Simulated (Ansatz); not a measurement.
**HNSi, singlet: the ladder up to full CI**

Geometry: a point of a breathe scan, not a stationary point.

| atom | x (Å) | y (Å) | z (Å) |
| --- | --- | --- | --- |
| Si | 0.0000 | 0.0000 | 1.8027 |
| N | 0.0000 | 0.0000 | -0.2406 |
| H | 0.0000 | 0.0000 | -1.5621 |

Basis 6-31G; Ansatz 0.2.0. Correlated methods freeze the noble-gas cores, which leaves 10 electrons in 18 orbitals. Prefix R: restricted or restricted open-shell reference; prefix U: unrestricted. Active spaces: valence = (10e, 9o) chosen from the atoms' valence shells; pair = (2e, 2o) about the gap.

Full CI is exact within this basis and frozen core; it isn't the basis-set limit. The frozen core follows each run's orbitals, which can shift R against U totals by a few meV.

Unrestricted rows (U) aren't spin-pure: their determinants' ⟨S²⟩ exceeds S(S+1) by up to 1.63, so they mix in states of higher spin.

```
UHF ⟨S²⟩                          : 1.631
T1 diagnostic (RCCSD)             : 0.0551
largest doubles amplitude (RCCSD) : 0.200
```

```json
{"level": "RHF", "E − E(full CI) (kJ/mol)": "692.6", "share of correlation (%)": "0.00", "wall time": "–"}
{"level": "UHF", "E − E(full CI) (kJ/mol)": "487.1", "share of correlation (%)": "29.68", "wall time": "–"}
{"level": "RMP2", "E − E(full CI) (kJ/mol)": "5.6", "share of correlation (%)": "99.19", "wall time": "–"}
{"level": "UMP2", "E − E(full CI) (kJ/mol)": "206.5", "share of correlation (%)": "70.18", "wall time": "–"}
{"level": "RCCSD", "E − E(full CI) (kJ/mol)": "65.2", "share of correlation (%)": "90.58", "wall time": "–"}
{"level": "UCCSD*", "E − E(full CI) (kJ/mol)": "49.6", "share of correlation (%)": "92.84", "wall time": "–"}
{"level": "RCCSD(T)", "E − E(full CI) (kJ/mol)": "2.4", "share of correlation (%)": "99.65", "wall time": "9.6 s"}
{"level": "UCCSD(T)*", "E − E(full CI) (kJ/mol)": "24.7", "share of correlation (%)": "96.44", "wall time": "26 s"}
{"level": "BCCD(T)*", "E − E(full CI) (kJ/mol)": "3.1", "share of correlation (%)": "99.55", "wall time": "9 s"}
{"level": "RCCSDT", "E − E(full CI) (kJ/mol)": "6.9", "share of correlation (%)": "99.00", "wall time": "–"}
{"level": "UCCSDT", "E − E(full CI) (kJ/mol)": "12.6", "share of correlation (%)": "98.18", "wall time": "–"}
{"level": "CISDTQ", "E − E(full CI) (kJ/mol)": "17.9", "share of correlation (%)": "97.42", "wall time": "13 s"}
{"level": "RCCSDT(Q)", "E − E(full CI) (kJ/mol)": "-0.9", "share of correlation (%)": "100.13", "wall time": "14 s"}
{"level": "UCCSDT(Q)", "E − E(full CI) (kJ/mol)": "1.0", "share of correlation (%)": "99.86", "wall time": "43 s"}
{"level": "RCCSDTQ", "E − E(full CI) (kJ/mol)": "1.5", "share of correlation (%)": "99.78", "wall time": "40 s"}
{"level": "CASSCF (valence space)", "E − E(full CI) (kJ/mol)": "153.8", "share of correlation (%)": "77.80", "wall time": "–"}
{"level": "NEVPT2 (valence space)", "E − E(full CI) (kJ/mol)": "41.6", "share of correlation (%)": "94.00", "wall time": "12 s"}
{"level": "MRCISD (valence space)", "E − E(full CI) (kJ/mol)": "11.5", "share of correlation (%)": "98.34", "wall time": "–"}
{"level": "MRCISD+Q (valence space)", "E − E(full CI) (kJ/mol)": "7.1", "share of correlation (%)": "98.97", "wall time": "18 s"}
```

An asterisk marks runs whose energy the program itself flagged as in doubt.

The correlation energy at full CI, counted from RHF, is -7.178 eV. That run took 6.6 min on 1 thread of Intel Xeon, shared host over 18,367,552 determinants.

Run but not shown, since their state or frozen core can't be matched to the reference's or they repeat it: CISD, CASSCF (pair space), NEVPT2 (pair space), MRCISD (pair space), MRCISD+Q (pair space).

Times hold each run's SCF and search for its determinant on a shared host, so for small cases they say little of a method's own cost; they ran on 1 thread of Intel Xeon.

Not variational, and here over 5 meV under the exact energy: RCCSDT(Q).

The full-CI state has the irrep A1 of C2v, in the program's axes (one component, if the state is degenerate).

Natural occupations of full CI about the gap: 1.974 1.946 1.919 1.803 1.803 0.198 0.198 0.065 0.050 0.010; effectively unpaired electrons, Σ n²(2−n)², 0.57.
